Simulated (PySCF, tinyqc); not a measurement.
Worked calculation (part 2 of 2): CCSD on RHF in the sto-3g basis, for LiH, spin multiplicity 1. The lowest restricted solution is unstable here: a spin-polarised one lies 0.0032 hartree lower (PySCF). Computed by tinyqc, a small Python program that keeps every step (integrals from PySCF). Command: `OMP_NUM_THREADS=1 python tinyqc.py 30949 30950 out.jsonl` (the two numbers bound the seeds that draw the settings). One thread of a shared host (Intel(R) Xeon(R) Processor @ 2.60GHz), about 0.3 s of CPU time with the checks.

Geometry (angstrom):
```
atom         x         y         z
Li    0.000000  0.000000  0.000000
H     0.000000  0.000000  2.163000
```

## CCSD: convergence

E_corr = 1/4 sum <ij||ab> t_ij^ab + 1/2 sum <ij||ab> t_i^a t_j^b; stop when the norm of the change is below 1e-8.

Course of the amplitude iterations:
```
update  correlation energy (hartree)  norm of the change
0                        -0.02020418                   -
1                        -0.02852580            1.19e-01
2                        -0.03229165            6.03e-02
3                        -0.03401754            3.44e-02
4                        -0.03486050            2.26e-02
5                        -0.03530303            1.63e-02
6                        -0.03555699            1.22e-02
7                        -0.03571585            9.32e-03
8                        -0.03582265            7.15e-03
9                        -0.03589830            5.49e-03
10                       -0.03595372            4.23e-03
11                       -0.03599517            3.25e-03
12                       -0.03602654            2.50e-03
13                       -0.03605044            1.92e-03
...                              ...                 ...
47                       -0.03612903            2.45e-07
48                       -0.03612903            1.88e-07
49                       -0.03612903            1.45e-07
50                       -0.03612904            1.11e-07
51                       -0.03612904            8.54e-08
52                       -0.03612904            6.56e-08
53                       -0.03612904            5.04e-08
54                       -0.03612904            3.87e-08
55                       -0.03612904            2.97e-08
56                       -0.03612904            2.28e-08
57                       -0.03612904            1.75e-08
58                       -0.03612904            1.35e-08
59                       -0.03612904            1.03e-08
60                       -0.03612904            7.94e-09
```

Converged amplitudes (spin orbitals 1a, 1b, ...; amplitudes related by a flip of all spins are not repeated):
```
from      to          t
2a 2b  6a 6b  -0.173857
2a 2b  3a 6b   0.114890
2a 2b  3a 3b  -0.088337
2a        3a   0.074777
2a 2b  4a 4b  -0.021144
2a 2b  5a 5b  -0.021144
2a        6a   0.009115
1a 1b  3a 3b  -0.003629
1a 2b  5a 5b  -0.003316
1a 2b  4a 4b  -0.003316
1a 2b  3b 6a   0.002054
1a 1b  5a 5b  -0.001823
1a 1b  4a 4b  -0.001823
1a 2b  3a 6b  -0.001778
1a 1b  6a 6b  -0.001473
1a 2b  6a 6b  -0.000668
1a        6a  -0.000634
1a 1b  3a 6b   0.000381
1a 2a  3a 6a   0.000276
1a        3a   0.000222
1a 2b  3a 3b  -0.000016
```

CCSD total energy = -7.84853966 hartree

T1 diagnostic, norm of the one-spin t1 over sqrt(correlated electrons) = 0.037667

Converged in 60 updates.
